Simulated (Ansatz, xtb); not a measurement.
CH5F2N2+: which of two isomers lies lower

Structure a: `N[NH2+]C(F)F`, a singlet. Structure b: `[NH3+]NC(F)F`, a singlet. Both are isolated ions in the gas phase, relaxed with B3LYP-D3(BJ)/def2-SVP; the shapes shown needn't be the lowest conformers.

a (Å):

```xyz
10

C    -0.2999    2.2831   -1.4191
F     0.1015    2.5783   -2.6429
F     0.6611    2.4948   -0.5375
N     0.5828   -0.0555   -1.7453
N    -0.5380    0.7649   -1.4161
H     1.3299    0.1374   -1.0724
H     0.9033    0.2009   -2.6833
H    -0.8819    0.4779   -0.4838
H    -1.3032    0.5410   -2.0750
H    -1.2355    2.8036   -1.1498
```

b (Å):

```xyz
10

C    -0.5850    2.2337   -1.8504
F     0.5049    2.5482   -2.5904
F    -1.4345    1.5721   -2.6528
N     0.3795    0.1477   -1.3204
N    -0.2237    1.3324   -0.7822
H     0.5409   -0.5368   -0.5655
H     1.2646    0.3079   -1.8413
H    -0.3015   -0.2736   -1.9782
H     0.4053    1.7589   -0.0967
H    -1.0423    3.1406   -1.4247
```

Energies in hartree; the thermal terms are from B3LYP-D3(BJ)/def2-SVP harmonic frequencies (ideal gas, rigid rotor, one conformer each, 298.15 K, 1 atm) and include the zero-point energy:

```
                              a           b
E, CCSD(T)/def2-SVP  −348.886880  −348.895990
    E, MP2/def2-SVP  −348.831924  −348.841474
  E, MP2/def2-TZVPP  −349.496362  −349.504354
  zero-point energy     0.081193     0.081179
       H(298 K) − E     0.087436     0.087447
       G(298 K) − E     0.052589     0.052541
```

Question: Correct the CCSD(T) difference for the basis set by the MP2 change, then work out ΔE, ΔE₀, ΔH and ΔG for a → b in kcal/mol (1 Eh = 627.51 kcal/mol) and the equilibrium ratio [b]/[a].

Answer: 1. Differences b − a: CCSD(T) −0.009110, MP2 in the small set −0.009550, MP2 in the large set −0.007992 Eh.
2. ΔE = −0.009110 + (−0.007992 − (−0.009550)) = −0.007552 Eh = −4.74 kcal/mol.
3. ΔE₀ = ΔE + ΔZPE = −0.007552 + (−0.000014) Eh = −4.75 kcal/mol.
4. ΔH = ΔE + (+0.000011) Eh = −4.73 kcal/mol.
5. ΔG = ΔE + (−0.000048) Eh = −4.77 kcal/mol, so ΔS = (ΔH − ΔG)/T = +0.5 J/(mol K).
6. kT = 0.9442 mEh, so K = [b]/[a] = exp(−ΔG/kT) = exp(+8.05) ≈ 3.1 × 10^3.

Structure b is favoured at this temperature. An error of 1 kcal/mol in ΔG would change K by a factor of 5.4. Mirror images and further conformers aren't counted.

As drawn, both hold the same kinds of bond in the same numbers.

Other levels gave ΔE = −12.2 (GFN2-xTB); −2.7 (HF/STO-3G, GFN2-xTB geometries); −5.9 (r2SCAN-D4/def2-SVP, GFN2-xTB geometries); −5.6 (B3LYP-D3(BJ)/def2-SVP); −7.4 (HF/def2-SVP); −6.0 (MP2/def2-SVP); −5.7 (CCSD(T)/def2-SVP) kcal/mol. The correlated steps freeze 5 core orbitals. Programs: Ansatz 0.2.0, xtb 6.7.1.
